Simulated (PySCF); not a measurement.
Gas-phase reaction: COOH + C3H4 (cyclic) = HCOOH + 3 CH

Method: PySCF energies plus ideal-gas RRHO corrections (1 bar). 'Table' is the NASA 1993 thermochemical table (part measured, part estimated). After a fit of one offset per element over all species, the range-separated, M06-2X, PBE0/def2-QZVP and CCSD(T)/def2-TZVPP enthalpies, where run, lie to one side of the table for COOH (+33 kJ/mol): a fault of the table's entry, another state or a shared error of the levels is possible; this was not checked at source. † marks an energy on the PBE0/def2-TZVP geometry and frequencies; other levels use their own. Open shells (unrestricted): COOH (multiplicity 2), CH (multiplicity 2); the rest are closed-shell singlets. Spin-orbit splitting is ignored; it lowers the true energy and changes the entropy of CH. The table's entry may be an old estimate for COOH, C3H4 (cyclic), CH (not checked at source). Warning, spin contamination: CH (BLYP/def2-TZVP†, PBE/def2-SVP, PBE/def2-TZVP†, PBE0/def2-TZVP, r2SCAN/def2-TZVP†, ωB97X-V/def2-TZVP†).

```tsv
level	ΔH°(298 K), kJ
table	1349.3
BLYP/def2-TZVP†	1287.1
PBE/def2-SVP	[?]
PBE/def2-TZVP†	[?]
PBE0/def2-TZVP	1361.8
r2SCAN/def2-TZVP†	1345.4
ωB97X-V/def2-TZVP†	[?]
```

Q: What belongs in the gaps?

A: 
- PBE/def2-SVP, ΔH°(298 K), kJ: 1442.5
- PBE/def2-TZVP†, ΔH°(298 K), kJ: 1400.8
- ωB97X-V/def2-TZVP†, ΔH°(298 K), kJ: 1312.8
